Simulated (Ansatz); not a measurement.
A nudged elastic band was laid between two geometries of AlH6PS (9 atoms, charge 0, multiplicity 1).

The calculation used Ansatz, RKS B3LYP/def2-SVP.

- movable images: 5
- climbing image: yes
- spring: 5.0 eV/Å²
- optimiser: quadratic models (default)
- start path: through a guess of the saddle point
- force threshold: 0.05 eV/Å
- iteration limit: 60
- end points: relaxed

Image 0:

```xyz
9
Properties=species:S:1:pos:R:3
Al -0.943 0.596 -0.734
S 0.809 1.880 -1.281
H -1.338 -0.580 -1.728
H -1.996 1.300 0.223
H 0.891 -0.063 2.117
P 0.268 -0.820 1.093
H 1.259 1.066 -2.265
H -0.348 -1.811 1.905
H 1.397 -1.568 0.671
```

Image 6:

```xyz
9
Properties=species:S:1:pos:R:3
Al -1.173 -0.019 -0.384
S 0.834 1.688 -0.617
H -1.320 -0.237 -1.954
H -2.114 1.009 0.385
H 1.267 1.703 0.666
P -0.375 -1.865 0.870
H 1.807 0.833 -1.012
H 0.228 -1.086 1.910
H 0.844 -2.026 0.136
```

Task: What changes between the two ends?

Result: Bonds broken: H5–P6. Bonds formed: S2–H5.

Task: Give the energies along the band, and the barrier.

Result: The run converged. The highest image is number 4 of 0 to 6, 1.34 eV above the first end and 0.59 eV above the last; the last end lies 0.74 eV above the first. The profile has 2 maxima (images 1, 4) with wells between them (image 2): this band takes more than one step, which may be the mechanism or a detour left from its start path. A vibrational analysis at the climbing image gives one clearly imaginary mode, 860i cm⁻¹: a first-order saddle point. The orbitals stay closed-shell, which can raise the energy where a bond breaks towards radicals; this wasn't checked here.

```
image  path coordinate (Å)  energy (eV)  H5–P6 (Å)  S2–H5 (Å)
    0                 0.00         0.00       1.42       3.92
    1                 1.66         0.04       1.42       3.90
    2                 3.32         0.01       1.42       3.87
    3                 4.98         0.14       1.41       3.05
    4                 6.63         1.34       1.90       1.67
    5                 7.77         0.80       3.11       1.35
    6                 8.91         0.74       3.93       1.35
```

Task: What is the geometry of the highest image?

Result: 
```xyz
9
Properties=species:S:1:pos:R:3
Al -1.082 0.366 -0.500
S 0.962 1.650 -0.464
H -1.277 -0.306 -1.916
H -2.133 1.156 0.375
H 0.680 0.217 0.345
P -0.145 -1.371 0.986
H 1.541 0.970 -1.482
H 0.374 -0.799 2.180
H 1.080 -1.882 0.475
```

The run took 57 s on 2 threads of AMD EPYC 9B45 (Zen 5) (shared host), peak memory 0.2 GiB.
